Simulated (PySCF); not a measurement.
**S2O (Disulfur monoxide) at PBE0/STO-6G**

What is the vertical ionisation energy of S2O (Disulfur monoxide) at PBE0/STO-6G? 

The calculation is run with PySCF 2.14.0.

8 further runs of the same task are left out: 8 set aside as unsound or not needed.

## (1) The system as given

S2O has 3 atoms, charge 0, and is taken as a singlet. As SMILES, `O=S=S`. The coordinates come from a PBE0-D4/def2-TZVP relaxation.

Bond lengths: O1–S2 1.453 Å, S2–S3 1.880 Å. Angles: O1–S2–S3 117.8°.

## (2) The energy at PBE0/STO-6G

job.py

```python
# Disulfur monoxide
from pyscf import gto, dft

molecule = gto.M(
    atom='''
O      0.853457     2.275268     0.931956
S      0.999892    -0.388358     0.281456
S     -1.853330    -1.886910    -1.213412
''',
    basis='sto-6g',
    max_memory=1860,
    verbose=3,
    unit='bohr',
    charge=0,
)

calc0 = dft.RKS(molecule)
calc0.xc = 'pbe0'
calc0.grids.level = 5
calc0.conv_tol = 1e-10
calc0.kernel()
if not calc0.converged:
    calc0 = calc0.newton().run(calc0.mo_coeff, calc0.mo_occ)

e_tot = calc0.e_tot
print('E(%s) = %.9f' % ('PBE0', e_tot))
```

Run with:

```console
$ OMP_NUM_THREADS=1 python job.py
```

What it wrote:

```text
converged SCF energy = -868.00864051231
E(PBE0) = -868.008640512
```

Run time: 3.6 s. Hardware: 1 thread of Arm Neoverse V1, shared host; peak memory 0.21 GiB.

## (3) The doublet cation, same level

calc.py

```python
from pyscf import gto, dft

system = gto.M(
    atom='''
O      0.451630     1.204020     0.493170
S      0.529120    -0.205510     0.148940
S     -0.980740    -0.998510    -0.642110
''',
    spin=1,
    charge=1,
    verbose=3,
    basis='sto-6g',
    max_memory=1860,
)

mf = dft.UKS(system, xc='pbe0')
mf.conv_tol = 1e-10
mf.grids.level = 5
mf.kernel()
if not mf.converged:
    mf = mf.newton().run(mf.mo_coeff, mf.mo_occ)

energy = mf.e_tot
print('Final energy', energy)
```

Run with:

```console
$ OMP_NUM_THREADS=1 python calc.py
```

What it wrote:

```text
WARN: HOMO -0.256928967315708 >= LUMO -0.256928967315716

SCF not converged.
SCF energy = -867.760753426589 after 50 cycles  <S^2> = 0.84804409  2S+1 = 2.095752
converged SCF energy = -867.765164622881  <S^2> = 1.0197451  2S+1 = 2.2536593
Final energy -867.765164622881
```

Wall time 32 s (1 thread of Arm Neoverse V1, shared host); peak memory 0.36 GiB.

## (4) Outcome

Level: PBE0/STO-6G.

| quantity | value |
| --- | --- |
| singlet S2O: total energy | -868.00864 Eh |
| singlet S2O: dipole moment | 1.11 D |
| singlet S2O: HOMO energy | -3.29 eV |
| singlet S2O: LUMO energy | 0.19 eV |
| singlet S2O: HOMO–LUMO gap | 3.48 eV |
| doublet cation: total energy | -867.76516 Eh |
| doublet cation: HOMO energy (highest over α and β) | -13.33 eV |
| doublet cation: LUMO energy (lowest over α and β) | -10.06 eV |
| doublet cation: ⟨S²⟩ | 1.020 |
| vertical ionisation energy (to the doublet cation) | 6.625 eV |

In words: Removing an electron at fixed nuclei costs 6.63 eV (153 kcal/mol). −ε(HOMO) before ionisation, 3.29 eV, is 3.34 eV below this ionisation energy. In a minimal basis such a difference can be off by several eV, whatever the method. ⟨S²⟩ (doublet cation) is 1.02 where a pure doublet has 0.75: the reference is spin-contaminated. Mulliken charges (doublet cation) run from -0.13 on O1 to +0.69 on S2.
